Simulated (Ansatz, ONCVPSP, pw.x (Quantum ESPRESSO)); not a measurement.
W: does the ONCV potential hold in the solid?

ONCVPSP 4.0.1.1 (patched build) input, shortened (lines: element, Z, core and valence counts, functional; n l f; lmax; l rc ep ncon nbas qcut; lloc lpopt rc5 dvloc0; l nproj debl; icmod fcfact rcfact), PBE, scalar-relativistic:

```
  W 74.00   10    4        4      upf
    1    0    2.00
    2    0    2.00
    2    1    6.00
    3    0    2.00
    3    1    6.00
    3    2   10.00
    4    0    2.00
    4    1    6.00
    4    2   10.00
    4    3   14.00
    5    0    2.00
    5    1    6.00
    5    2    4.00
    6    0    2.00
    3
    0    1.95    0.00    4    8    7.00
    1    1.75    0.00    4    8    6.10
    2    2.90    0.00    4    8    6.30
    3    2.70    0.09    4    8    3.90
    4    4    1.25    3.00
    0    2    1.50
    1    2    1.30
    2    2    1.70
    3    1    3.10
    0    0.00    0.00
```

In the p channel the program set the typed energies aside and used -1.588, 0.250 Ha.

Atomic tests: cutoffs needed: 15 Ha and 19 Ha (the cutoffs (Ha) at which the residual kinetic energy of the hardest occupied pseudo-wave falls to 1 and 0.1 mHa per electron); ghost test: no bound ghost flagged; no localised positive-energy state flagged; largest excitation error: -195 meV (all-electron minus pseudo) for 5s2 5p5 5d4 6s2, out of 4 test configurations.

Crystal test: bcc W in pw.x 7.5, no spin, 14³ k-points, Fermi–Dirac smearing 0.01 Ry, cutoffs 45/180 Ry. The reference is all-electron LAPW (Ansatz 0.2.0) with the same functional, mesh and smearing; V0 and B0 come from Birch–Murnaghan fits to the pressures at five volumes. Errors are pseudo minus all-electron; Δ is the rms difference of the E(V) curves that follow from these fits, minima aligned, over ±6 % about the mean V0. Mesh and smearing are coarse, so the numbers serve the comparison and aren't converged zero-temperature values; the lattice is a test structure that the element need not adopt.

All-electron: a0 = 3.184 Å (V0 = 16.15 Å³/atom), B0 = 300.6 GPa.

How far does the potential miss the all-electron equation of state?

mean pressure error (GPa): -0.40; a0 (Å): 3.183; a0 error (%): -0.04; B0 error (%): -0.1; Δ (meV/atom): 1.4. The largest radius (2.90 bohr) exceeds half the bond length (2.60 bohr), so the spheres overlap, which is one possible source of error among others.

| V (Å³/atom) | P all-electron (GPa) | P pseudo (GPa) |
| --- | --- | --- |
| 15.323 | 17.51 | 17.01 |
| 15.727 | 8.35 | 7.91 |
| 16.130 | 0.30 | -0.09 |
| 16.533 | -6.79 | -7.14 |
| 16.936 | -13.02 | -13.34 |

At the middle volume, how do free energy and pressure move when the wave cutoff is lowered (ecutrho kept at four times it)?

| cutoff (Ry) | shift of F (meV/atom) | shift of P (GPa) |
| --- | --- | --- |
| 20 | +1507.8 | -65.54 |
| 27 | +208.7 | -8.73 |
| 36 | +17.2 | -1.36 |

Input at the middle volume:

```
&control
  calculation='scf', prefix='x', pseudo_dir='./', outdir='./tmp', tstress=.true., disk_io='none'
/
&system
  ibrav=0, nat=1, ntyp=1, ecutwfc=45, ecutrho=180, nbnd=15,
  occupations='smearing', smearing='fd', degauss=0.01
/
&electrons
  conv_thr=1e-09, mixing_beta=0.4, electron_maxstep=70
/
ATOMIC_SPECIES
W 1.0 W.UPF
CELL_PARAMETERS angstrom
  -1.59168867 1.59168867 1.59168867
  1.59168867 -1.59168867 1.59168867
  1.59168867 1.59168867 -1.59168867
ATOMIC_POSITIONS crystal
W 0.0000 0.0000 0.0000
K_POINTS automatic
14 14 14 0 0 0
```

```bash
pw.x < W.scf.in > W.scf.out
```

Lines of the output:

```
Message from routine setup:
     using ibrav=0 with symmetry is DISCOURAGED, use correct ibrav instead
     lattice parameter (alat)  =       5.2098  a.u.
     unit-cell volume          =     108.8506 (a.u.)^3
     number of electrons       =        14.00
     number of Kohn-Sham states=           15
     kinetic-energy cutoff     =      45.0000  Ry
     charge density cutoff     =     180.0000  Ry
     scf convergence threshold =      1.0E-09
     Exchange-correlation= PBE
     number of k points=   104  Fermi-Dirac smearing, width (Ry)=  0.0100
     iteration #  1     ecut=    45.00 Ry     beta= 0.40
     total energy              =    -137.13639064 Ry
     estimated scf accuracy    <       0.03815223 Ry
     iteration #  2     ecut=    45.00 Ry     beta= 0.40
     total energy              =    -137.13660530 Ry
     estimated scf accuracy    <       0.00654380 Ry
     iteration #  3     ecut=    45.00 Ry     beta= 0.40
     total energy              =    -137.13738576 Ry
     estimated scf accuracy    <       0.00038769 Ry
     iteration #  4     ecut=    45.00 Ry     beta= 0.40
     total energy              =    -137.13740191 Ry
     estimated scf accuracy    <       0.00000672 Ry
     iteration #  5     ecut=    45.00 Ry     beta= 0.40
     total energy              =    -137.13740363 Ry
     estimated scf accuracy    <       0.00000048 Ry
     iteration #  6     ecut=    45.00 Ry     beta= 0.40
     total energy              =    -137.13740370 Ry
     estimated scf accuracy    <          2.5E-09 Ry
     iteration #  7     ecut=    45.00 Ry     beta= 0.40
     total energy              =    -137.13740370 Ry
     estimated scf accuracy    <          5.0E-09 Ry
     iteration #  8     ecut=    45.00 Ry     beta= 0.40
     the Fermi energy is    22.0796 ev
!    total energy              =    -137.13740370 Ry
     estimated scf accuracy    <          2.4E-11 Ry
     smearing contrib. (-TS)   =      -0.00240345 Ry
     The total energy is F=E-TS. E is the sum of the following terms:
     one-electron contribution =     -19.94717309 Ry
     hartree contribution      =      16.62347061 Ry
     xc contribution           =     -15.24015662 Ry
     ewald contribution        =    -118.57114114 Ry
     convergence has been achieved in   8 iterations
          total   stress  (Ry/bohr**3)                   (kbar)     P=       -0.93
     Message from routine punch:
     Nothing written, as per user request (disk_io='none')
```

The run at the middle volume (104 k-points, 8 iterations) took about 7.4 s on one core of a shared host (Intel(R) Xeon(R) 6975P-C, 192 threads, 1512 GiB, load 48).
